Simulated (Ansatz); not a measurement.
These are Ansatz (a first-principles code) with B3LYP-D3(BJ)/def2-TZVPD values and carry that method's errors. No frequencies were computed at this level.

Ansatz 0.2 input:
```yaml
crystal:
  periodic: [false, false, false]
  atoms:
    - { symbol: C, position_ang: [-1.005176, -0.212946, -0.011775] }
    - { symbol: C, position_ang: [0.401619, 0.36368, 0.016023] }
    - { symbol: O, position_ang: [1.323661, -0.705838, -0.02456] }
    - { symbol: H, position_ang: [-1.145137, -0.79533, -0.918132] }
    - { symbol: H, position_ang: [-1.15061, -0.8669, 0.843464] }
    - { symbol: H, position_ang: [-1.738115, 0.588331, 0.018501] }
    - { symbol: H, position_ang: [0.544479, 0.955643, 0.932277] }
    - { symbol: H, position_ang: [0.550014, 1.027979, -0.848291] }
    - { symbol: H, position_ang: [2.219264, -0.354619, -0.007509] }
basis:
  gaussian: { orbitals: def2-tzvpd }
hamiltonian:
  xc: b3lyp
  dispersion: d3bj
relax:
  max_steps: 150
```

Output:

```
Functional definition: B3LYP
838 factors; their error is unknown
mean field evaluation 1: about -4212.1064 eV, gradient 6.5e1 eV
mean field evaluation 2: about -4201.4355 eV, gradient 9.7e1 eV
mean field evaluation 4: about -4220.7654 eV, gradient 5.3e0 eV
mean field evaluation 8: about -4220.8218 eV, gradient 6.6e-2 eV
mean field evaluation 16: about -4220.7994 eV, gradient 8.6e-6 eV
mean field -4220.79940693 eV, -155.1115172441 hartree, gradient 9.6e-6 eV, S^2 0.000000; 0 other end points of the search recorded, 0 dependent functions left out
reference -4220.79966899 eV, -155.1115268748 hartree; 13, 13 occupied and 155, 155 virtual orbitals, 838 factors
relax step   1: F+E_penalty+E_count = -4220.98983423 eV  Δ(F+E_penalty+E_count) = +0.000e0 eV  max|allowed force component| = 4.450e-1 eV/Å  Δτ_max = 0.0000 Å  (31 SCF iters, accepted)
these checks for a lower state are left out or cut short: starts, cluster_reference, orbital_swaps, neighbouring_geometries, increment
838 factors; their error is unknown
mean field -4220.80521303 eV, -155.1117306142 hartree, gradient 1.4e-5 eV, S^2 0.000000; 0 other end points of the search recorded, 0 dependent functions left out
reference -4220.80547574 eV, -155.1117402687 hartree; 13, 13 occupied and 155, 155 virtual orbitals, 838 factors
relax step   2: F+E_penalty+E_count = -4220.99547109 eV  Δ(F+E_penalty+E_count) = -5.637e-3 eV  max|allowed force component| = 2.374e-1 eV/Å  Δτ_max = 0.0082 Å  (35 SCF iters, accepted)
these checks for a lower state are left out or cut short: starts, cluster_reference, orbital_swaps, neighbouring_geometries, increment
838 factors; their error is unknown
mean field evaluation 32: about -4220.8067 eV, gradient 1.1e-5 eV
mean field -4220.80670568 eV, -155.1117854680 hartree, gradient 1.5e-5 eV, S^2 0.000000; 0 other end points of the search recorded, 0 dependent functions left out
reference -4220.80696883 eV, -155.1117951389 hartree; 13, 13 occupied and 155, 155 virtual orbitals, 838 factors
relax step   3: F+E_penalty+E_count = -4220.99686834 eV  Δ(F+E_penalty+E_count) = -1.397e-3 eV  max|allowed force component| = 4.439e-2 eV/Å  Δτ_max = 0.0040 Å  (35 SCF iters, accepted)
these checks for a lower state are left out or cut short: starts, cluster_reference, orbital_swaps, neighbouring_geometries, increment
838 factors; their error is unknown
mean field -4220.80676212 eV, -155.1117875424 hartree, gradient 1.5e-5 eV, S^2 0.000000; 0 other end points of the search recorded, 0 dependent functions left out
reference -4220.80702531 eV, -155.1117972145 hartree; 13, 13 occupied and 155, 155 virtual orbitals, 838 factors
relax step   4: F+E_penalty+E_count = -4220.99693996 eV  Δ(F+E_penalty+E_count) = -7.162e-5 eV  max|allowed force component| = 9.540e-3 eV/Å  Δτ_max = 0.0013 Å  (36 SCF iters, accepted)
838 factors; their error is unknown
mean field evaluation 64: about -4220.8068 eV, gradient 1.1e-4 eV
mean field -4220.80676212 eV, -155.1117875424 hartree, gradient 1.5e-5 eV, S^2 0.000000; 1 other end points of the search recorded, 0 dependent functions left out
reference -4220.80702531 eV, -155.1117972145 hartree; 13, 13 occupied and 155, 155 virtual orbitals, 838 factors
Total energy: -4220.99720315 eV, -155.1187861211 hartree
Atom 0 at    -0.997452    -0.213081    -0.011756 Å, force    -0.008747     0.001553     0.000036 eV/Å
Atom 1 at     0.398760     0.369269     0.016241 Å, force    -0.001089     0.005847     0.000234 eV/Å
Atom 2 at     1.330250    -0.712762    -0.024821 Å, force     0.003809    -0.009540    -0.000376 eV/Å
Atom 3 at    -1.150910    -0.796165    -0.921049 Å, force     0.002373     0.001280     0.001741 eV/Å
Atom 4 at    -1.156401    -0.867967     0.846268 Å, force     0.002384     0.001416    -0.001617 eV/Å
Atom 5 at    -1.742043     0.584709     0.018341 Å, force     0.000102    -0.001304    -0.000053 eV/Å
Atom 6 at     0.543159     0.962519     0.927346 Å, force     0.001199    -0.002631     0.000415 eV/Å
Atom 7 at     0.548661     1.034433    -0.842827 Å, force     0.001202    -0.002588    -0.000620 eV/Å
Atom 8 at     2.225976    -0.360954    -0.007746 Å, force    -0.001234     0.005969     0.000239 eV/Å
Dipole moment:     0.063203     0.321985     0.013277 e Å
```

Cost: roughly 10 core-seconds.
